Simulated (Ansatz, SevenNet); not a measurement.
1T (CdI2-type) SnS₂: properties by level of theory

Reference values: lattice constant a 3.646 Å (measured, room temperature, not corrected to a static lattice, our sources range from 3.640 to 3.650; as tabulated in Lima et al. (2018), arXiv:1803.05430); lattice parameter c 5.893 Å (measured, room temperature, not corrected to a static lattice; as tabulated in Lima et al. (2018), arXiv:1803.05430).

| level (code) | lattice constant a (Å) | c axis length (Å) |
|---|---|---|
| SevenNet-0 | 3.713 | (withheld) |
| SevenNet-l3i5 | 3.702 | 6.708 |
| LDA (Ansatz) | 3.632 | (withheld) |
| PBE-D4 (Ansatz) | (withheld) | 5.802 |
| rVV10 (Ansatz) | (withheld) | (withheld) |

Question: Complete the blanks.

Answer: 
- SevenNet-0, c axis length (Å): 7.456
- LDA (Ansatz, a quantum-chemistry and plane-wave program), c axis length (Å): 5.700
- PBE-D4 (Ansatz), lattice constant a (Å): 3.668
- rVV10 (Ansatz), lattice constant a (Å): 3.742
- rVV10 (Ansatz), c axis length (Å): 5.836

Differences from the reference values (errors of the level alone only where the reference is corrected to a static lattice):

```
level          lattice constant a (%)  lattice parameter c (%)
-------------  ----------------------  -----------------------
SevenNet-0                      +1.84                      +27
SevenNet-l3i5                   +1.54                    +13.8
LDA                             -0.38                    -3.28
PBE-D4                          +0.60                    -1.54
rVV10                           +2.63                    -0.97
```

Nearest: lattice constant a, not ranked (reference at room or unstated temperature); lattice parameter c, not ranked (reference at room or unstated temperature).

Machine-learned potentials (SevenNet-0, SevenNet-l3i5) are trained on DFT data: a solid inside that data is no test of them.

Caveats: LDA has no dispersion term either, though it tends to give short spacings of layers, chains or molecules (LDA); the cell moved over 20 % in volume from its start (SevenNet-0). Ansatz's density-functional and Hartree–Fock values are scalar-relativistic unless marked +SOC, with PAW data made under PBE.

Differences are worked out from the printed values.

Computed values are for the static lattice.
